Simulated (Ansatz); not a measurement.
## How far each method lies from RCCSDT(Q) for S–B–SH, singlet

Geometry: displaced at random from a stationary point.

```yaml
atoms:
  - { symbol: S, position_ang: [0.0646, -0.2664, 2.1118] }
  - { symbol: B, position_ang: [-0.1003, -0.2654, 0.5143] }
  - { symbol: S, position_ang: [-0.0237, -0.3758, -1.2497] }
  - { symbol: H, position_ang: [0.0594, 0.9075, -1.3765] }
```

Basis cc-pVDZ; Ansatz 0.2.0. Only valence electrons are correlated (noble-gas cores frozen), which leaves 16 electrons in 44 orbitals. Prefix R: restricted or restricted open-shell reference.

Full CI isn't at hand for all of this; RCCSDT(Q) serves as the reference, and is uncertain by about the last step of the cluster series.

* UHF ⟨S²⟩: 0.000
* T1 diagnostic (RCCSD): 0.0178
* largest doubles amplitude (RCCSD): 0.075

Task: From what is known of these methods and the diagnostics, rank them by the size of their error in total energy against RCCSDT(Q) in cc-pVDZ, smallest first (an estimate: the text doesn't fix the numbers).
A. RMP2
B. RCCSD
C. RHF
D. RCCSD(T)
E. RCCSDT

Result: E (1.09 mEh), D (2.10 mEh), B (17.14 mEh), A (45.98 mEh), C (383.08 mEh).

All errors are against RCCSDT(Q) in cc-pVDZ. Within each family the higher level lies nearer, as is usual though not guaranteed.
